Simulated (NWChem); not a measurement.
System: CH₄S cation, doublet; SMILES of the neutral closed-shell parent CS

```xyz
6

C     -1.0465    -0.4407     0.0556
S      0.5483     0.3184    -0.0382
H     -1.1297    -0.9973     1.0095
H     -1.8042     0.3515    -0.0113
H     -1.1519    -1.1698    -0.7713
H      1.3242    -0.8019     0.0590
```
Atoms are numbered in this order, from 1.

Program: NWChem. Spin-unrestricted. All runs use the structure optimised with PBE0/def2-SVP, spin-unrestricted. This spin state was assumed; another may lie lower. No stability test was run on the SCF state. Atomic charges in e: unrestrained fits to the electrostatic potential beside Mulliken populations; buried atoms are poorly determined by the fit.

Question: What does the run give for B3LYP/def2-SVP? Quantities: ESP C1; Mulliken C1; ESP S2; Mulliken S2; relative RMS misfit of the potential (%).

Answer: 
- ESP C1 = -0.11
- Mulliken C1 = -0.18
- ESP S2 = 0.42
- Mulliken S2 = 0.48
- relative RMS misfit of the potential (%) = 2
